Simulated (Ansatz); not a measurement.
System: TlHgInS3 (C2/c, No. 15; cell taken from a computed entry). Method: HSE06 in Ansatz (PAW).

Input:

Ansatz 0.2 input:
```yaml
crystal:
  lattice:
    - [6.8977902897, -1.9615296056, 0.0280185948]
    - [6.8977902897, 1.9615296056, 0.0280185948]
    - [-5.0926862223, 0.0, 20.7146302095]
  atoms:
    - { symbol: Tl, position: [0.8857551717, 0.123290226, 0.9227579405] }
    - { symbol: Tl, position: [0.1142448283, 0.876709774, 0.0772420595] }
    - { symbol: Tl, position: [0.876709774, 0.1142448283, 0.5772420595] }
    - { symbol: Tl, position: [0.123290226, 0.8857551717, 0.4227579405] }
    - { symbol: In, position: [0.1737849212, 0.3124856351, 0.8250556857] }
    - { symbol: In, position: [0.8262150788, 0.6875143649, 0.1749443143] }
    - { symbol: In, position: [0.6875143649, 0.8262150788, 0.6749443143] }
    - { symbol: In, position: [0.3124856351, 0.1737849212, 0.3250556857] }
    - { symbol: Hg, position: [0.4222679326, 0.5777320674, 0.75] }
    - { symbol: Hg, position: [0.5777320674, 0.4222679326, 0.25] }
    - { symbol: Hg, position: [0.5, 0.0, 0.0] }
    - { symbol: Hg, position: [0.0, 0.5, 0.5] }
    - { symbol: S, position: [0.5525688868, 0.6932221444, 0.8488926243] }
    - { symbol: S, position: [0.4474311132, 0.3067778556, 0.1511073757] }
    - { symbol: S, position: [0.3067778556, 0.4474311132, 0.6511073757] }
    - { symbol: S, position: [0.6932221444, 0.5525688868, 0.3488926243] }
    - { symbol: S, position: [0.7865259132, 0.9207093069, 0.7963845869] }
    - { symbol: S, position: [0.2134740868, 0.0792906931, 0.2036154131] }
    - { symbol: S, position: [0.0792906931, 0.2134740868, 0.7036154131] }
    - { symbol: S, position: [0.9207093069, 0.7865259132, 0.2963845869] }
    - { symbol: S, position: [0.2408749584, 0.4399729405, 0.9443009819] }
    - { symbol: S, position: [0.7591250416, 0.5600270595, 0.0556990181] }
    - { symbol: S, position: [0.5600270595, 0.7591250416, 0.5556990181] }
    - { symbol: S, position: [0.4399729405, 0.2408749584, 0.4443009819] }
basis:
  ecutwfc: 460
  ecutrho_ratio: 4
  xc_grid: 2
kpoints:
  mp_grid: { grid: [6, 6, 1] }
  band_path:
    path:
      - [0, 0, 0]
      - [-0.565315, -0.434685, 0]
      - [-0.25, -0.25, 0]
    npoints: 1
hamiltonian:
  xc: hse06
  dispersion: none
  pseudopotentials: { kind: paw }
scf:
  occupations: { method: fermi_dirac, width: 0.01 }
  convergence: { dr2_threshold: 0.0000000024 }
output:
  forces: true
  stress: true
  eigenvalues: true
  write_bands: true
```

Q: How many irreducible k-points, plane waves at Γ does the program set up, and what pressure does the run end with?

A: 13 irreducible k-points, 12539 plane waves at Γ; P = 1.78 GPa, so the cell is compressed on average and its volume would grow at this level.

Output (set-up and result lines):

```
WARN output.stress: scf.convergence.dr2_threshold = 2.4e-9 eV is looser than the 1.6e-9 eV advised for a printed stress (1e-10 eV for each atom of the cell …
WARN output.stress: scf.exx.energy_threshold = 1e-6 eV is looser than the 1.6e-7 eV advised for a stress under a hybrid functional (1e-8 eV for each atom of …
Crystal: 24 atoms, lattice volume = 561.107 Å³
Basis set: ecut = 460 eV, 12539 PW (Γ), exchange–correlation on 108×108×300 points (8 copies of the dense FFT grid, shifted against one another)
Bands: 154, of which v1, the nominal top of the filled ones, is band 128 counted from 1 (127 counted from 0)
Symmetry: 4 space group operations
Space group: C2/c (ITA 15), of the structure as read, at distance tolerance 8.2e-5 Å
k-points: 13 of 36
SCF iter   1: F=—  HF=-134255.824303 eV  |F-HF|=—  |Δ(HF+E_count)|=         —  Δρ=2.15e-3  dr2=3.70e-2
SCF iter   2: F=—  HF=-134255.819740 eV  |F-HF|=—  |Δ(HF+E_count)|=   4.56e-3  Δρ=6.62e-4  dr2=7.18e-3
  ...
Crystal: 24 atoms, lattice volume = 561.107 Å³
Initial density: handed on by an earlier stage of this run
  ...
--- Forces (eV/Å), atoms counted from 1 ---
  atom   1  Tl     0.00874801    -0.00701687     0.01716180
  atom   2  Tl    -0.00874801     0.00701687    -0.01716180
  atom   3  Tl    -0.00874801    -0.00701687    -0.01716180
  atom   4  Tl     0.00874801     0.00701687     0.01716180
  atom   5  In     0.00033597     0.00422223     0.04367010
  atom   6  In    -0.00033597    -0.00422223    -0.04367010
  atom   7  In    -0.00033597     0.00422223    -0.04367010
  atom   8  In     0.00033597    -0.00422223     0.04367010
  atom   9  Hg     0.00000000    -0.00121126     0.00000000
  atom  10  Hg    -0.00000000     0.00121126     0.00000000
  atom  11  Hg     0.00000000     0.00000000     0.00000000
  atom  12  Hg    -0.00000000     0.00000000     0.00000000
  atom  13  S      0.08638629     0.01483888    -0.10889652
  atom  14  S     -0.08638629    -0.01483888     0.10889652
  atom  15  S     -0.08638629     0.01483888     0.10889652
  atom  16  S      0.08638629    -0.01483888    -0.10889652
  atom  17  S     -0.15808676     0.00696811    -0.07083295
  atom  18  S      0.15808676    -0.00696811     0.07083295
  atom  19  S      0.15808676     0.00696811     0.07083295
  atom  20  S     -0.15808676    -0.00696811    -0.07083295
  atom  21  S     -0.09391077    -0.07856978    -0.09842549
  atom  22  S      0.09391077     0.07856978     0.09842549
  atom  23  S      0.09391077    -0.07856978     0.09842549
  atom  24  S     -0.09391077     0.07856978    -0.09842549
--- Stress (GPa, compression-positive) ---
        1.929321      -0.000000      -0.095702
       -0.000000       1.754757       0.000000
       -0.095702       0.000000       1.651609
  P = ⅓ Tr σ = 1.7786 GPa (17.786 kbar)
```

The PAW data were made under PBE.

Note: cell and atoms aren't relaxed at this level (largest force component 0.16 eV/Å, pressure 1.8 GPa).

Ansatz is a program for electronic structure.
